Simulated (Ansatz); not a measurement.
in.yaml

```yaml
crystal:
  periodic: [false, false, false]
  atoms:
    - {symbol: C, position_ang: [0.000000, 0.000000, 0.000000]}
    - {symbol: H, position_ang: [0.000000, 0.000000, 1.120520]}
basis:
  gaussian: {orbitals: 6-31G}
magnetization: {spin_polarized: true, initial_magnetization: 1}
correlation: {method: ccsdtq, electrons: outside_noble_gas}
```

```sh
$ ansatz run in.yaml --threads 1 --pin off --events-out ev --progress --plain --max-ram 2816MiB --backend cpu
```

The program prints:

```
236 factors; integrals over basis functions are off by at most 7.1e-8 eV
mean field evaluation 1: about -1040.6040 eV, gradient 5.5e0 eV
mean field evaluation 2: about -1040.6035 eV, gradient 5.5e0 eV
mean field evaluation 4: about -1040.8676 eV, gradient 4.3e-1 eV
mean field evaluation 8: about -1040.8699 eV, gradient 1.2e-6 eV
mean field evaluation 16: about -1040.9497 eV, gradient 1.1e-1 eV
mean field evaluation 32: about -1040.8699 eV, gradient 8.1e-4 eV
mean field evaluation 64: about -1040.8699 eV, gradient 1.4e-6 eV
mean field evaluation 96: about -1038.9142 eV, gradient 4.1e0 eV
mean field evaluation 128: about -1037.7382 eV, gradient 8.9e0 eV
mean field evaluation 160: about -1039.0969 eV, gradient 3.0e-1 eV
mean field evaluation 192: about -1039.0978 eV, gradient 1.1e-1 eV
mean field evaluation 224: about -1037.5431 eV, gradient 9.0e-3 eV
mean field evaluation 256: about -1039.0980 eV, gradient 5.9e-3 eV
mean field evaluation 288: about -1039.0980 eV, gradient 4.1e-4 eV
mean field -1040.95126712 eV, -38.2542534847 hartree, gradient 2.4e-6 eV, S^2 1.071959; 9 other end points of the search recorded, 0 dependent functions left out
determinant -1040.95126712 eV, -38.2542534847 hartree, with singles and doubles -1042.59182411 eV, -38.3145428421 hartree
determinant -1039.09803258 eV, -38.1861483714 hartree, with singles and doubles -1041.99097187 eV, -38.2924619294 hartree
determinant -1038.96156187 eV, -38.1811331654 hartree, with singles and doubles -1041.60126521 eV, -38.2781404738 hartree
determinant -1037.54310261 eV, -38.1290057488 hartree, with singles and doubles -1039.27681786 eV, -38.1927186092 hartree
determinant -1040.86989535 eV, -38.2512631271 hartree, with singles and doubles -1042.61790051 eV, -38.3155011318 hartree
determinant -1040.95126712 eV, -38.2542534847 hartree, with singles and doubles -1042.61476737 eV, -38.3153859912 hartree
determinant -1040.86989535 eV, -38.2512631271 hartree, with singles and doubles -1042.61836632 eV, -38.3155182502 hartree
1 core orbitals not correlated: weight in the atoms' cores, before any rotation towards them, 1.000 or more for the frozen orbitals, at most 0.000 for the correlated occupied ones
reference -1040.86989535 eV, -38.2512631271 hartree; 3, 2 occupied and 7, 8 virtual orbitals, 236 factors
second order -1.21855399 eV of doubles, -0.00000000 eV of singles
cycle   1  -1.53876228 eV  change   -3.2e-1 eV  update   5.0e-2
cycle   2  -1.75831618 eV  change   -2.2e-1 eV  update   2.6e-2
cycle   3  -1.77531731 eV  change   -1.7e-2 eV  update   7.6e-3
cycle   4  -1.77656420 eV  change   -1.2e-3 eV  update   3.0e-3
cycle   5  -1.77645075 eV  change    1.1e-4 eV  update   1.5e-3
cycle   6  -1.77675246 eV  change   -3.0e-4 eV  update   5.1e-4
cycle   7  -1.77690593 eV  change   -1.5e-4 eV  update   1.1e-4
cycle   8  -1.77687624 eV  change    3.0e-5 eV  update   4.9e-5
cycle   9  -1.77686964 eV  change    6.6e-6 eV  update   2.7e-5
cycle  10  -1.77687749 eV  change   -7.9e-6 eV  update   1.1e-5
cycle  11  -1.77687792 eV  change   -4.3e-7 eV  update   3.8e-6
cycle  12  -1.77687605 eV  change    1.9e-6 eV  update   1.2e-6
cycle  13  -1.77687669 eV  change   -6.4e-7 eV  update   4.6e-7
cycle  14  -1.77687691 eV  change   -2.2e-7 eV  update   1.9e-7
Total energy: -1042.64677226 eV, -38.3165621492 hartree
```

For the same geometry and basis full CI lies 0.2 meV higher.

Ran on 1 thread of AMD EPYC 7R13, shared host: 3.4 s wall, 0.15 GiB peak host memory.
